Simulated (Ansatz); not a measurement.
Input file:

```yaml
crystal:
  periodic: [false, false, false]
  atoms:
    - {symbol: B, position_ang: [0.000000, -0.008623, 1.555522]}
    - {symbol: Al, position_ang: [0.000000, -0.008623, -0.523806]}
    - {symbol: H, position_ang: [0.000000, -1.419950, -1.244313]}
    - {symbol: H, position_ang: [0.000000, 1.743283, -1.418185]}
basis:
  gaussian: {orbitals: 6-31G}
magnetization: {spin_polarized: true, initial_magnetization: 2}
correlation: {method: ccsdt_q, electrons: outside_noble_gas}
```

```sh
$ ansatz run in.yaml --threads 1 --pin off --events-out ev --progress --plain --max-ram 2393MiB
```

Output:

```
573 factors; integrals over basis functions are off by at most 1.6e-7 eV
mean field evaluation 1: about -7278.5286 eV, gradient 8.3e0 eV
mean field evaluation 2: about -7278.5340 eV, gradient 8.3e0 eV
mean field evaluation 4: about -7280.2383 eV, gradient 2.2e0 eV
mean field evaluation 8: about -7280.5053 eV, gradient 1.6e-1 eV
mean field evaluation 16: about -7279.8889 eV, gradient 3.9e0 eV
mean field evaluation 32: about -7280.2741 eV, gradient 5.7e-1 eV
mean field evaluation 64: about -7280.0401 eV, gradient 1.1e-3 eV
mean field evaluation 96: about -7280.0392 eV, gradient 2.5e-1 eV
mean field evaluation 128: about -7276.3196 eV, gradient 8.3e-4 eV
mean field evaluation 160: about -7280.5068 eV, gradient 1.2e-2 eV
...
cycle  12  -2.51632045 eV  change   -3.5e-5 eV  update   8.3e-5
cycle  13  -2.51638609 eV  change   -6.6e-5 eV  update   4.7e-5
cycle  14  -2.51639552 eV  change   -9.4e-6 eV  update   2.9e-5
cycle  15  -2.51637503 eV  change    2.0e-5 eV  update   1.9e-5
cycle  16  -2.51636565 eV  change    9.4e-6 eV  update   1.1e-5
cycle  17  -2.51635923 eV  change    6.4e-6 eV  update   7.0e-6
cycle  18  -2.51635884 eV  change    3.8e-7 eV  update   4.1e-6
cycle  19  -2.51636024 eV  change   -1.4e-6 eV  update   2.1e-6
cycle  20  -2.51636090 eV  change   -6.6e-7 eV  update   1.2e-6
cycle  21  -2.51636092 eV  change   -2.2e-8 eV  update   7.3e-7
perturbative correction -0.00348279 eV, -0.0001279902 hartree
Total energy: -7283.02666314 eV, -267.6462932578 hartree
```

For the same geometry and basis full CI lies 1.5 meV lower.

Ran on 1 thread of Arm Neoverse V1, shared host: 2.9 s wall, 0.1 GiB peak host memory.
